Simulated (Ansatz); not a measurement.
Born–Oppenheimer molecular dynamics of CH$_{2}$ClF (5 atoms, charge 0, multiplicity 1). It starts from a relaxed structure.

Theory: RKS PBE0-D4/def2-SVP (Ansatz 0.2.0).

* ensemble: NVT, Langevin thermostat
* time step: 0.5 fs
* steps asked: 250
* set temperature: 400 K
* friction: 0.02 /fs
* seed: 228796

Frames 1 fs apart, positions in Å.

Velocities at 100.0 fs (Å/ps):

```
F -4.75 1.63 -6.75
C -0.90 1.72 2.45
Cl 4.14 -0.01 -2.50
H -4.38 17.97 -16.21
H 17.18 -9.38 18.76
```

```xyz
5
Properties=species:S:1:pos:R:3 time_fs=100.0 energy_less_start_eV=0.073 T=292
F -1.054 0.592 0.434
C 0.066 -0.059 0.059
Cl -0.348 -1.497 -0.913
H 0.735 -0.366 0.887
H 0.706 0.575 -0.625
5
Properties=species:S:1:pos:R:3 time_fs=101.0 energy_less_start_eV=0.081 T=236
F -1.059 0.593 0.427
C 0.065 -0.058 0.061
Cl -0.344 -1.498 -0.915
H 0.725 -0.351 0.876
H 0.718 0.566 -0.602
5
Properties=species:S:1:pos:R:3 time_fs=102.0 energy_less_start_eV=0.087 T=224
F -1.063 0.594 0.421
C 0.065 -0.057 0.062
Cl -0.340 -1.498 -0.917
H 0.703 -0.345 0.876
H 0.725 0.560 -0.579
5
Properties=species:S:1:pos:R:3 time_fs=103.0 energy_less_start_eV=0.083 T=183
F -1.068 0.592 0.416
C 0.062 -0.055 0.062
Cl -0.337 -1.499 -0.917
H 0.685 -0.345 0.885
H 0.725 0.556 -0.560
5
Properties=species:S:1:pos:R:3 time_fs=104.0 energy_less_start_eV=0.066 T=215
F -1.073 0.589 0.411
C 0.060 -0.054 0.061
Cl -0.335 -1.498 -0.917
H 0.667 -0.351 0.907
H 0.721 0.554 -0.543
5
Properties=species:S:1:pos:R:3 time_fs=105.0 energy_less_start_eV=0.050 T=269
F -1.076 0.585 0.405
C 0.059 -0.052 0.061
Cl -0.333 -1.497 -0.918
H 0.643 -0.362 0.936
H 0.718 0.554 -0.531
5
Properties=species:S:1:pos:R:3 time_fs=106.0 energy_less_start_eV=0.034 T=250
F -1.080 0.582 0.400
C 0.057 -0.051 0.063
Cl -0.332 -1.496 -0.920
H 0.615 -0.377 0.968
H 0.721 0.557 -0.527
5
Properties=species:S:1:pos:R:3 time_fs=107.0 energy_less_start_eV=0.022 T=308
F -1.083 0.580 0.396
C 0.053 -0.051 0.066
Cl -0.331 -1.495 -0.921
H 0.584 -0.388 0.996
H 0.726 0.574 -0.532
5
Properties=species:S:1:pos:R:3 time_fs=108.0 energy_less_start_eV=0.034 T=341
F -1.086 0.578 0.392
C 0.047 -0.052 0.068
Cl -0.329 -1.493 -0.923
H 0.547 -0.400 1.018
H 0.733 0.599 -0.540
5
Properties=species:S:1:pos:R:3 time_fs=109.0 energy_less_start_eV=0.072 T=257
F -1.089 0.575 0.387
C 0.041 -0.053 0.071
Cl -0.327 -1.493 -0.925
H 0.512 -0.412 1.033
H 0.738 0.622 -0.548
5
Properties=species:S:1:pos:R:3 time_fs=110.0 energy_less_start_eV=0.089 T=250
F -1.091 0.573 0.381
C 0.035 -0.054 0.074
Cl -0.324 -1.493 -0.926
H 0.482 -0.422 1.041
H 0.733 0.629 -0.547
5
Properties=species:S:1:pos:R:3 time_fs=111.0 energy_less_start_eV=0.075 T=298
F -1.093 0.570 0.375
C 0.029 -0.055 0.078
Cl -0.322 -1.493 -0.927
H 0.453 -0.435 1.036
H 0.720 0.622 -0.536
```

Of the whole run (125 fs, mean temperature of the second half 331 K): The mean temperature of the second half is 17 % below the set value. A run of 0.12 ps of so small a system gives no equilibrium averages.

Time of the run: 2.7 min on 1 thread of Arm Neoverse V2 (shared host), peak memory 0.092 GiB.
